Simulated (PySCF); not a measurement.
Bonds (- single, = double, # triple, : aromatic): C1=C2, C2-S3, S3-C4, S3=O5, S3=O6. C1 carries H7, H8; C2 carries H9; C4 carries H10, H11, H12. H8 is cis to S3; H7 is trans to S3.

GIAO shifts from PySCF 2.14 on PBE0-D3(BJ)/def2-TZVP geometries (one conformer, non-relativistic, equivalent nuclei averaged), against TMS at the same level and in the same medium; PCM means IEF-PCM chloroform.

Measured (solution, not stated per compound (mostly CDCl3 or CCl4); Pretsch, Buehlmann, Badertscher, Structure Determination of Organic Compounds, 4th ed. (2009)): H9 6.76, H7 6.14, H8 6.43 ppm.

Which unscaled values do B97-2/pcSseg-2, gas; WP04/pcSseg-2, PCM; wB97X-D/pcSseg-2, PCM give, and how close are they?

Results:


```csv
atoms,measured,"B97-2/pcSseg-2, gas","WP04/pcSseg-2, PCM","wB97X-D/pcSseg-2, PCM"
H9,6.76,6.76,6.70,6.97
H7,6.14,6.22,6.32,6.64
H8,6.43,6.77,6.60,6.92
```

Mean absolute error for ¹H: B97-2/pcSseg-2, gas 0.14, WP04/pcSseg-2, PCM 0.14, wB97X-D/pcSseg-2, PCM 0.40 ppm.
